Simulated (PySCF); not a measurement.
Compound: C₂H₃ClS.
Bonds: S1–C2 (double), C2–C3, C3–Cl4. Hydrogens: H5 on C2; H6, H7 on C3.

Computed by this run: PBE0-D3(BJ)/def2-SVP geometry optimisation, gas phase (PySCF); density fitting, grid level 1; the optimiser is geomeTRIC in internal coordinates, started from a GFN2-xTB structure with every atom displaced at random (about 0.01 Å).

Step 1: E = -25460.8669 eV
```
atom  x, y, z in Å  |  force x, y, z in eV/Å
S1      1.8777    0.8214    0.8126    0.316   0.056   0.249
C2      0.8577    0.0102   -0.1224   -0.279   0.157  -0.391
C3     -0.5922   -0.1601    0.1760   -0.155  -0.144  -0.024
Cl4    -1.5469    0.5697   -1.1592    0.046  -0.082   0.053
H5      1.1653   -0.3862   -1.1059    0.045  -0.110   0.095
H6     -0.8626    0.3455    1.1096   -0.024   0.014   0.052
H7     -0.8737   -1.2272    0.2325    0.052   0.109  -0.033
```

Step 2: E = -25460.8740 eV
```
atom  x, y, z in Å  |  force x, y, z in eV/Å
S1      1.9323    0.7881    0.8163   -0.174   0.008   0.054
C2      0.8478    0.0538   -0.1241    0.084  -0.270  -0.126
C3     -0.6016   -0.1480    0.1725    0.038   0.205   0.083
Cl4    -1.5704    0.5450   -1.1674    0.007  -0.022   0.017
H5      1.1583   -0.3912   -1.0846   -0.004   0.068  -0.047
H6     -0.8909    0.3457    1.1088   -0.022   0.007   0.007
H7     -0.8499   -1.2201    0.2218    0.071   0.003   0.014
```

Step 3: E = -25460.8755 eV
```
atom  x, y, z in Å  |  force x, y, z in eV/Å
S1      1.8881    0.7712    0.8496    0.053  -0.014  -0.136
C2      0.8496    0.0482   -0.1525    0.003  -0.088   0.378
C3     -0.5951   -0.1384    0.1714   -0.001   0.050  -0.181
Cl4    -1.5857    0.5364   -1.1595   -0.060   0.006  -0.027
H5      1.1752   -0.3964   -1.1082   -0.032   0.107  -0.024
H6     -0.8697    0.3622    1.1095    0.040   0.002  -0.046
H7     -0.8370   -1.2097    0.2330   -0.003  -0.063   0.035
```

Problem. Estimate the geometry and energy of step 4. (The exact step hangs on the optimiser's Hessian estimate; all steps are aligned on step 3, rigid shifts and turns removed.)

Solution. E = -25460.8815 eV, largest force 0.061 eV/Å
```
atom  x, y, z in Å  |  force x, y, z in eV/Å
S1      1.9045    0.7751    0.8371    0.017  -0.033   0.011
C2      0.8507    0.0370   -0.1339   -0.005   0.061   0.003
C3     -0.5975   -0.1424    0.1718   -0.013  -0.003  -0.047
Cl4    -1.5774    0.5358   -1.1671    0.011  -0.021   0.019
H5      1.1642   -0.3786   -1.1061   -0.002   0.000  -0.001
H6     -0.8759    0.3608    1.1063    0.000   0.008  -0.008
H7     -0.8432   -1.2142    0.2351   -0.007  -0.011   0.023
```

The energy changes by -0.0060 eV. The first-order estimate −F·Δx gives -0.0124 eV and the mean of the old and new forces, exact on a quadratic surface, -0.0060 eV. The step makes an angle of 50° with the force vector and moves no atom by more than 0.022 Å.

What follows is the cost of the whole optimisation. The run took 18 s on an Arm Neoverse V1 with one thread, no GPU, shared host with 32 logical CPUs at a one-minute load of 8.3, and the process peaked at 0.33 GiB of memory.
